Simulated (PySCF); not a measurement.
## ¹⁵N chemical shifts

[PySCF 2.14.0 with density-fitted response routines: PBE0-D3(BJ)/def2-SVP structure; σ from GIAO-PBE0/pcSseg-1; in vacuum; non-relativistic; equivalent nuclei averaged; a single conformation]

Shieldings were converted by a linear fit to measured shifts: ¹⁵N: δ = -150.45 − 0.916σ (rms 7.2 ppm, 79 shifts vs CH3NO2, solution or neat liquid). A few per cent of atoms miss by over 2 rms, more outside the fitted compound classes.

Give the ¹⁵N shifts of `FC(F)=C(F)c1ccccn1`, `CC[C@@H]1C[Si@@H](NC)N[SiH2]1`, `CC[C@@H]1C[Si@H](NC)N[SiH2]1`, `CN(C)[Si@@H]1CCC[Si@H]1N`, `C#N`.

Answers


```tsv
compound	environment	δ (ppm)
FC(F)=C(F)c1ccccn1	pyridine-type ring nitrogen	-78.6
[CH3:1][CH2:2][C@@H:3]1[CH2:4][Si@@H:5]([NH:6][CH3:7])[NH:8][SiH2:9]1	N6: nitrogen bonded to C, Si, H	-362.6
[CH3:1][CH2:2][C@@H:3]1[CH2:4][Si@@H:5]([NH:6][CH3:7])[NH:8][SiH2:9]1	N8: nitrogen bonded to 2 Si, H, in a 5-membered ring	-370.9
[CH3:1][CH2:2][C@@H:3]1[CH2:4][Si@H:5]([NH:6][CH3:7])[NH:8][SiH2:9]1	N6: nitrogen bonded to C, Si, H	-362.8
[CH3:1][CH2:2][C@@H:3]1[CH2:4][Si@H:5]([NH:6][CH3:7])[NH:8][SiH2:9]1	N8: nitrogen bonded to 2 Si, H, in a 5-membered ring	-363.6
[CH3:1][N:2]([CH3:3])[Si@@H:4]1[CH2:5][CH2:6][CH2:7][Si@H:8]1[NH2:9]	N2: nitrogen bonded to 2 C, Si	-379.5
[CH3:1][N:2]([CH3:3])[Si@@H:4]1[CH2:5][CH2:6][CH2:7][Si@H:8]1[NH2:9]	N9: nitrogen bonded to Si, 2 H	-387.4
C#N	nitrile nitrogen	-105.2
```
